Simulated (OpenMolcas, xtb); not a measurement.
**How methods differ on CH4FSi (SMILES C[SiH]F)**

CH4FSi has 7 atoms, charge 0, and is taken as a doublet. As SMILES, `C[SiH]F`. The coordinates come from a PBE0-D4/def2-TZVP relaxation.

Quantity: the vertical electron affinity (to the singlet anion), in eV. The values are calculated.

The electron affinity is E(neutral) − E(anion): positive where the electron is bound.

```
               level            kind     program  value (eV)
            GFN2-xTB  semi-empirical         xtb        4.53
     UHF/aug-cc-pVDZ    Hartree–Fock  OpenMolcas       -0.51
  USVWN5/aug-cc-pVDZ             LDA  OpenMolcas        0.80
U-revPBE/aug-cc-pVDZ             GGA  OpenMolcas        0.55
U-r2SCAN/aug-cc-pVDZ        meta-GGA  OpenMolcas        0.45
  UB3LYP/aug-cc-pVDZ   global hybrid  OpenMolcas        0.67
   UPBE0/aug-cc-pVDZ   global hybrid  OpenMolcas        0.52
```

Where it was recorded, the anion's HOMO is positive in USVWN5/aug-cc-pVDZ, U-revPBE/aug-cc-pVDZ, U-r2SCAN/aug-cc-pVDZ, UB3LYP/aug-cc-pVDZ, UPBE0/aug-cc-pVDZ: a fault of the level (basis or self-interaction), which says nothing on whether the real anion is bound. The values span -0.51 to 4.53 eV. The xTB values lack the empirical shift that such differences need.
